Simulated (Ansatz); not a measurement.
in.yaml

```yaml
crystal:
  periodic: [false, false, false]
  atoms:
    - {symbol: N, position_ang: [0.000000, 0.000000, 0.000000]}
    - {symbol: H, position_ang: [0.000000, 0.000000, 1.073600]}
basis:
  gaussian: {orbitals: "6-31++G**"}
total_charge: -1
magnetization: {spin_polarized: false, initial_magnetization: 5}
hamiltonian: {xc: {name: PBE0}}
correlation: {method: ccsd, electrons: all}
```

```sh
$ ansatz run in.yaml --threads 1 --pin off --events-out ev --progress --plain --max-ram 2393MiB
```

Output:

```
233 factors; integrals over basis functions are off by at most 9.2e-4 eV
mean field evaluation 1: about -1476.3978 eV, gradient 4.8e1 eV
mean field evaluation 2: about -1476.3967 eV, gradient 4.8e1 eV
mean field evaluation 4: about -1490.3084 eV, gradient 5.0e0 eV
mean field evaluation 8: about -1490.6281 eV, gradient 2.1e-1 eV
mean field evaluation 16: about -1490.6284 eV, gradient 4.5e-6 eV
mean field evaluation 32: about -1480.7862 eV, gradient 3.6e1 eV
mean field evaluation 64: about -1490.1670 eV, gradient 3.3e-1 eV
mean field -1490.62838520 eV, -54.7795827718 hartree, gradient 4.5e-6 eV, S^2 8.750000; 7 other end points of the search recorded, 0 dependent functions left out
mean field evaluation 96: about -1485.8397 eV, gradient 9.3e-1 eV
reference -1485.97033479 eV, -54.6084025767 hartree; 7, 2 occupied and 18, 23 virtual orbitals, 233 factors
second order -2.25913391 eV of doubles, -0.11346475 eV of singles
cycle   1  -2.69523190 eV  change   -3.2e-1 eV  update   3.5e-2
cycle   2  -2.79013271 eV  change   -9.5e-2 eV  update   1.6e-2
cycle   3  -2.79539223 eV  change   -5.3e-3 eV  update   8.0e-3
cycle   4  -2.79494273 eV  change    4.5e-4 eV  update   3.9e-3
cycle   5  -2.79501714 eV  change   -7.4e-5 eV  update   2.0e-3
cycle   6  -2.79486658 eV  change    1.5e-4 eV  update   7.6e-4
cycle   7  -2.79476660 eV  change    1.0e-4 eV  update   2.3e-4
cycle   8  -2.79470359 eV  change    6.3e-5 eV  update   6.1e-5
cycle   9  -2.79469495 eV  change    8.6e-6 eV  update   1.8e-5
cycle  10  -2.79469669 eV  change   -1.7e-6 eV  update   6.5e-6
Total energy: -1488.76503148 eV, -54.7111057858 hartree
```

Ran on 1 thread of INTEL XEON PLATINUM 8581C, shared host: 0.81 s wall, 0.09 GiB peak host memory.
